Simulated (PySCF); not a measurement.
**silicon dioxide: 4 charge schemes on one density**

Species: silicon dioxide, SiO2.
Numbering: `[O:1]=[Si:2]=[O:3]`

Geometry (PBE0-D3(BJ)/def2-TZVP, Å), atoms numbered from 1 in this order:
```xyz
3
SiO2 angstrom
O     -1.5047    0.1337    0.0113
Si     0.0005    0.0863   -0.0003
O      1.5057    0.0355   -0.0119
```

Density: PBE0/pcSseg-2 (PySCF); schemes: Mulliken, IAO, Hirshfeld and ESP-fitted. Isolated species at its PBE0-D3(BJ)/def2-TZVP geometry, gas phase.

Q: Which atoms carry the lowest charge in the Mulliken, IAO, Hirshfeld and ESP-fitted schemes?

A: All schemes agree: Mulliken O1 and O3 (-0.573); IAO O1 and O3 (-0.789); Hirshfeld O1 and O3 (-0.379); ESP-fitted O1 and O3 (-0.592).

Q: For which atoms does the sign change between the 4 schemes (beyond +0.03 e in one, beyond −0.03 e in another)?

A: For none.

Q: Do the Mulliken, IAO, Hirshfeld and ESP-fitted schemes agree on where the charge is highest?

A: All schemes agree: Mulliken Si2 (+1.145); IAO Si2 (+1.578); Hirshfeld Si2 (+0.759); ESP-fitted Si2 (+1.184).

Q: Tabulate the Mulliken, IAO, Hirshfeld and ESP-fitted charges.

A: In e:

| atom | environment | Mulliken | IAO | Hirshfeld | ESP-fitted |
| --- | --- | --- | --- | --- | --- |
| O1 | oxygen bonded to Si | -0.573 | -0.789 | -0.379 | -0.592 |
| Si2 | silicon bonded to 2 O | +1.145 | +1.578 | +0.759 | +1.184 |
| O3 | oxygen bonded to Si | -0.573 | -0.789 | -0.379 | -0.592 |

Mean size of the charges over all atoms: IAO 1.052 e, ESP-fitted 0.790 e, Mulliken 0.764 e, Hirshfeld 0.506 e. Each set sums to the total charge, 0, to within 0.001 e. The IAO scheme counts the electrons in orthogonalised intrinsic atomic orbitals, a minimal basis polarised so that it spans the occupied orbitals exactly.

Q: Sum the charges by element, for elements with more than one atom.

A: 
| element | atoms | Mulliken | IAO | Hirshfeld | ESP-fitted |
| --- | --- | --- | --- | --- | --- |
| O | 2 | -1.146 | -1.578 | -0.759 | -1.184 |

Q: How many electrons does the Hirshfeld scheme count on Si2?

A: Z − q = 14 − (+0.759) = 13.241.
